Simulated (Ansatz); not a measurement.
Ansatz (a program for electronic structure) input:

Ansatz 0.2 input:
```yaml
crystal:
  periodic: [false, false, false]
  atoms:
    - {symbol: C, position_ang: [0.90001168, -0.66433439, 0.02335932]}
    - {symbol: C, position_ang: [2.36193785, -0.21789905, 0.03889303]}
    - {symbol: C, position_ang: [-0.02985148, 0.48153405, -0.11870900]}
    - {symbol: H, position_ang: [0.66048486, -1.21536743, 0.93914298]}
    - {symbol: H, position_ang: [0.74173108, -1.38036463, -0.79710809]}
    - {symbol: H, position_ang: [3.02621892, -1.07787422, 0.13048143]}
    - {symbol: Cl, position_ang: [-1.72048215, 0.22932973, 0.03836588]}
    - {symbol: H, position_ang: [2.62212239, 0.30829953, -0.88178346]}
    - {symbol: H, position_ang: [2.55810446, 0.45311887, 0.87669814]}
    - {symbol: H, position_ang: [0.24694646, 1.41777863, -0.58091097]}
basis:
  gaussian:
    orbitals: def2-TZVPD
hamiltonian:
  xc: {name: LC-wPBE}
magnetization: {spin_polarized: true, initial_magnetization: 1}
output: {forces: true}
```

Problem. Predict the final energy.

Solution. -577.93651 Eh (LC-wPBE/def2-TZVPD). The basis has 211 functions.

It need not be the lowest isomer of its formula.
